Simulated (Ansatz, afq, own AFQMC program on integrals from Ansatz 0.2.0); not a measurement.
**Sb, quartet → Sb⁺, triplet**

A free Sb atom.

E(triplet, charge +1) − E(quartet, charge +0) at this geometry, on UHF and UHF determinants.

Basis def2-TZVP with its core potentials. Noble-gas cores (and the filled d shells of Ga–Kr and In–Xe) are frozen. AFQMC by an in-house program on the Cholesky factors that Ansatz 0.2.0 writes for its CCSD(T) run. The CISD trial takes its coefficients from CCSD amplitudes. Released means that phaseless walkers are propagated on without the constraint, phases kept. Error bars are statistical, one sigma. No spin–orbit coupling. The errors of all members are added in quadrature.

Full CI on the same integrals is exact in this basis and with this determinant's frozen core.

Errors are counted within def2-TZVP, not against nature.

Cautions: inner d shell frozen; no spin-orbit coupling; Sb (quartet): the ph-AFQMC/HF walk drifts between its halves (2.3 errors), CCSDTQ on the ROHF determinant differs (32 meV higher), by its state or its frozen core.

```tsv
level	vertical ionization energy (eV)
HF	8.584
CCSD	8.971
```

Problem. From these cheaper values, estimate the vertical ionization energy at the reference level in def2-TZVP.

Solution. 9.004 eV (full CI in def2-TZVP).

| level | vertical ionization energy (eV) | error against FCI (eV) |
| --- | --- | --- |
| MP2 | 8.986 | -0.018 |
| CCSD(T) | 8.999 | -0.005 |
| CCSDT | 9.003 | -0.001 |
| CCSDT(Q) | 9.004 | 0.000 |
| ph-AFQMC/CISD | 9.004 ± 0.002 | -0.001 ± 0.002 |
| released AFQMC | 9.005 ± 0.0008 | 0.001 ± 0.0008 |

Correlation beyond CCSD(T) adds 0.005 eV. The perturbative (T) step is worth +0.028 eV.

CCSDT and higher add their correlation energy to the determinant of the CCSD(T) run, since their own runs factorise the integrals more tightly (a shift of under 2 meV). A walk keeps the symmetry of its determinant, which the program's search chose and which needn't be the lowest solution, so a lower state of the same spin and another symmetry isn't excluded. Released energies are given only where the last usable release times agree within the noise; a slower fall can still hide under it.
